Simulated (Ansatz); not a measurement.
The inner images of a band of C3H5N (9 atoms, charge 0, multiplicity 1) are given out of order.

Computed with RHF/def2-SVP in Ansatz.

Initial state:

```xyz
9
Properties=species:S:1:pos:R:3
C 1.321 -0.221 0.027
C 0.309 0.631 -0.029
C -1.112 0.243 -0.226
N -1.680 -0.801 0.169
H 2.338 0.121 0.168
H 1.178 -1.290 -0.083
H 0.502 1.697 0.038
H -1.716 0.965 -0.778
H -1.052 -1.390 0.696
```

Final state:

```xyz
9
Properties=species:S:1:pos:R:3
C 1.481 0.012 -0.346
C 0.335 0.186 0.293
C -0.965 -0.258 -0.249
N -2.085 -0.126 0.297
H 2.421 0.347 0.072
H 1.523 -0.474 -1.315
H 0.319 0.676 1.262
H -0.927 -0.749 -1.222
H -2.012 0.339 1.191
```

Task: Put them in order from the first end to the last, with their energies above the first end.
A.
```xyz
9
Properties=species:S:1:pos:R:3
C 1.349 -0.209 -0.046
C 0.305 0.601 0.033
C -1.094 0.198 -0.271
N -1.732 -0.754 0.234
H 2.349 0.140 0.175
H 1.248 -1.241 -0.359
H 0.449 1.643 0.302
H -1.606 0.813 -1.013
H -1.180 -1.238 0.928
```
B.
```xyz
9
Properties=species:S:1:pos:R:3
C 1.455 -0.086 -0.263
C 0.311 0.409 0.177
C -1.021 -0.025 -0.329
N -1.967 -0.445 0.374
H 2.405 0.228 0.150
H 1.487 -0.846 -1.035
H 0.310 1.158 0.964
H -1.176 0.031 -1.408
H -1.717 -0.470 1.352
```
C.
```xyz
9
Properties=species:S:1:pos:R:3
C 1.423 -0.136 -0.199
C 0.308 0.490 0.135
C -1.055 0.076 -0.319
N -1.881 -0.593 0.340
H 2.387 0.200 0.163
H 1.420 -1.009 -0.842
H 0.351 1.367 0.775
H -1.352 0.406 -1.317
H -1.512 -0.847 1.246
```
D.
```xyz
9
Properties=species:S:1:pos:R:3
C 1.477 -0.038 -0.312
C 0.319 0.311 0.227
C -0.989 -0.140 -0.302
N -2.041 -0.285 0.360
H 2.419 0.277 0.117
H 1.526 -0.674 -1.188
H 0.297 0.935 1.115
H -1.020 -0.376 -1.367
H -1.900 -0.055 1.334
```
E.
```xyz
9
Properties=species:S:1:pos:R:3
C 1.389 -0.180 -0.122
C 0.306 0.549 0.086
C -1.075 0.140 -0.302
N -1.808 -0.680 0.293
H 2.369 0.173 0.172
H 1.342 -1.147 -0.609
H 0.396 1.529 0.547
H -1.480 0.627 -1.192
H -1.349 -1.058 1.110
```

Result: A (+0.031 eV), E (+0.099 eV), C (+0.133 eV), B (+0.069 eV), D (-0.057 eV).

Run time: 73 s on 1 thread of Intel(R) Xeon(R) Platinum 8488C (Sapphire Rapids) (shared host), peak memory 0.17 GiB.
